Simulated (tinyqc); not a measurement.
A ladder of methods, and size consistency: correlation methods against full CI in the sto-6g basis, for HF, spin multiplicity 1. Computed by the program tinyqc with PySCF. Command: `OMP_NUM_THREADS=1 python tinyqc.py 112032 112033 out.jsonl`; one thread of a shared host (Intel(R) Xeon(R) Processor @ 2.60GHz), about 0.7 s.

Geometry (angstrom):
```
atom,x,y,z
F,0.0000,0.0000,0.0000
H,0.0000,0.0000,1.0920
```

RHF energy of one = -99.483112 hartree

All electrons correlated; +Q is the Davidson correction (1 - c0^2) E_corr. The last columns treat two copies 100 angstrom apart as one system. FCI is the lowest singlet.

Correlation energies (hartree):
```
method,E_corr of one,share of FCI (%),E_corr of two at 100 angstrom,two minus twice one (mhartree)
MP2,-0.026257,62.3157,-0.052515,0.0000
CISD,-0.042136,100.0000,-0.081666,2.6065
CISD+Q,-0.043525,103.2975,-0.086560,0.4908
CCSD,-0.042136,100.0000,-0.084272,0.0000
CCSD(T),-0.042136,100.0000,-0.084272,0.0000
FCI,-0.042136,100.0000,-,-
```

MP2 recovers 62 %, CISD 100.0 % and CCSD 100.0 % of the FCI value (c0^2 = 0.967 in CISD). MP2 and coupled cluster are size consistent, so their last column vanishes; CISD loses 2.61 mhartree, since a double excitation on each copy is a quadruple of the pair, and the Davidson correction leaves +0.49. With two electrons, or one virtual orbital, CISD and CCSD are exact for one copy, so +Q overshoots there.
